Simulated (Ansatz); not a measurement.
Geometry optimisation, UKS PBE0/def2-SVP (Ansatz).

Input:

```yaml
crystal:
  periodic: [false, false, false]
  atoms:
    - { symbol: H, position_ang: [-0.7221, 1.023934, -0.868509] }
    - { symbol: "N", position_ang: [1.334664, 0.256214, -0.11802] }
    - { symbol: C, position_ang: [1.373, -0.268496, 1.207636] }
    - { symbol: C, position_ang: [-1.615405, 0.427553, -1.033408] }
    - { symbol: F, position_ang: [-1.36689, -0.858168, -0.617667] }
    - { symbol: H, position_ang: [1.151863, -0.547372, -0.728473] }
    - { symbol: H, position_ang: [2.232155, -0.962468, 1.329792] }
    - { symbol: H, position_ang: [1.470825, 0.529285, 1.961598] }
    - { symbol: H, position_ang: [0.470067, -0.868486, 1.433756] }
    - { symbol: H, position_ang: [-1.868648, 0.423929, -2.103261] }
    - { symbol: H, position_ang: [-2.45953, 0.844174, -0.463445] }
magnetization:
  spin_polarized: true
  initial_magnetization: 1
basis:
  gaussian: { orbitals: def2-SVP }
hamiltonian:
  xc: pbe0
relax:
  f_tol: 0.03
  max_steps: 50
```

Command:

```bash
$ ansatz run input.yaml --threads 2 --pin off --max-ram 3072MiB --backend cpu --events-out ev --progress --plain --runs-dir out
```

Problem. Where does it end, and by what steps?

Solution. It converged. The force dipped under the threshold on the way, but the program's further checks kept it going. After 7 steps the energy has fallen by 0.016 eV; H7 moved furthest, 0.20 Å.

```tsv
step	energy less start (eV)	largest force component (eV/Å)	accepted
0	0.0000	0.387	yes
1	-0.0111	0.156	yes
2	-0.0135	0.136	yes
3	-0.0102	0.492	no
4	-0.0149	0.039	yes
5	-0.0156	0.022	yes
6	-0.0162	0.031	yes
7	-0.0163	0.010	yes
```

```xyz
11
Properties=species:S:1:pos:R:3
H -0.792 1.113 -0.943
N 1.449 0.252 -0.103
C 1.383 -0.264 1.225
C -1.637 0.416 -1.052
F -1.221 -0.850 -0.718
H 1.186 -0.529 -0.720
H 2.098 -1.100 1.378
H 1.604 0.513 1.974
H 0.383 -0.693 1.438
H -1.993 0.422 -2.094
H -2.460 0.720 -0.385
```

Time of the run: 42 s on 2 threads of Arm Neoverse N1, on a shared host, peak memory 0.27 GiB.
